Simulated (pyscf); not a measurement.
Optimised with ωB97X-D3(BJ)/def2-SVP in PySCF. MP2 and CC: frozen core, UHF for open shells. ΔMP2 is the change of the MP2 total energy from the triple- to the quadruple-zeta basis.

Question: How much does it cost (ΔH, 298 K, CCSD(T)/def2-TZVPP + ΔMP2(QZVPP)) to split HO–CH(OH)–OH at its H–O bond into •O–CH(OH)–OH + H•?

Answer: H–O to •O–CH(OH)–OH + H•: 112.8 kcal/mol. Other isomers of •O–CH(OH)–OH were not searched in full and may lie lower. The CCSD(T) − MP2 part came from Ansatz, without density fitting, on the same reference.
